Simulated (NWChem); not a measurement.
BCl$_{3}$; SMILES ClB(Cl)Cl

Computed with NWChem. Medium grid unless said otherwise, to which SCAN and Minnesota functionals are sensitive. All runs use the structure optimised with PBE0/def2-SVP. Total energies of different functionals are on different scales.

```csv
level,energy (Ha),highest occupied level (eV),orbital gap (eV),relative time
"LDA (Slater exchange, VWN5)/def2-TZVPD",-1400.9150,-7.84,4.84,1
PBE/def2-TZVPD,-1405.0232,-7.71,4.97,1
BLYP/def2-TZVPD,-1405.6033,-7.54,4.97,1
TPSS/def2-TZVPD,-1405.6894,-7.83,5.21,2
r2SCAN/def2-TZVPD,-1405.5187,-8.05,5.61,2
B3LYP/def2-TZVPD,-1405.6675,-8.85,6.84,2
PBE0/def2-TZVPD,-1405.1371,-9.14,7.31,2
M06-2X/def2-TZVPD,-1405.5711,-10.50,9.55,2
CAM-B3LYP/def2-TZVPD,-1405.6466,-10.51,9.83,20
Hartree-Fock/def2-TZVPD,-1403.3534,-12.48,13.61,1
```

Relative times are rough (shared machine, one core).
